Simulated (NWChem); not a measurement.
**Correlation energy of N2 (+1)**

```
N
N 1 1.1133
```
Charge +1, spin multiplicity 2.

Everything below was run with NWChem. The geometry was optimised at UB3LYP/def2-SVP, a minimum by its harmonic frequencies.

Basis set: def2-SVP. Each correlation energy counts from its own Hartree-Fock reference.

```tsv
method	correlation energy (mHa)
CCSD[T] on UHF	-349.7
SCS-UMP2	-327.4
CCSD[T] on ROHF	-359.5
CCSDT on ROHF	-357.6
CCSD(T) on ROHF	-358.1
CCSD on ROHF	-339.3
CCSD on UHF	-330.1
UMP2	-339.8
CCSD(T) on UHF	-347.7
```

The values span 32.1 mHa, from CCSD[T] on ROHF (lowest) to SCS-UMP2 (highest). 

The correlated methods keep 2 core orbitals frozen. The structure started from a generated list of species. The unpaired electrons of the parent sit in orbitals of symmetry ag (D2h labels of the run); other states weren't searched. The stability of the SCF solutions was not checked. Open-shell Hartree-Fock references start from PBE0 orbitals. Coupled-cluster values serve here as a point of comparison, not as the truth.
